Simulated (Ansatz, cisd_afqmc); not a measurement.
System: CH$_{4}$, charge 0, singlet. CH4 (SMILES C).
HTBH set geometry:
```
C
H 1 1.0874
H 1 1.0874 2 109.47
H 1 1.0874 2 109.47 3 120.00
H 1 1.0874 2 109.47 3 -120.00
```

Total energies in aug-cc-pVTZ, 8 correlated electrons, 1 frozen orbitals. Radicals and triplets start from unrestricted determinants; spin-orbit coupling is neglected. Correlated methods leave the cores frozen. No relativity. AFQMC is phaseless with a CISD trial state; ± is one standard error, without the phaseless bias. Outlying blocks are dropped, and bars are widened where a walk drifts. Over all cases where full CI ran beside it in this data, AFQMC minus full CI had a median of +0.1 mEh and passed +0.4 mEh in a tenth of the cases.

```
method         program        energy (Eh)  minus CCSDT(Q) (mEh)
----------  ----------  -----------------  --------------------
HF              Ansatz          -40.21363                227.85
MP2             Ansatz          -40.41445                 27.02
CCSD            Ansatz          -40.43437                  7.10
CCSD(T)         Ansatz          -40.44092                  0.56
CCSDT(Q)        Ansatz          -40.44147                  0.00
AFQMC/CISD  cisd_afqmc  -40.4416 ± 0.0002            -0.1 ± 0.2
```

Rough core times of Ansatz's runs on a shared machine: CCSD(T) under 20 s, CCSDT(Q) 2 min.

Ansatz is a program for electronic structure.
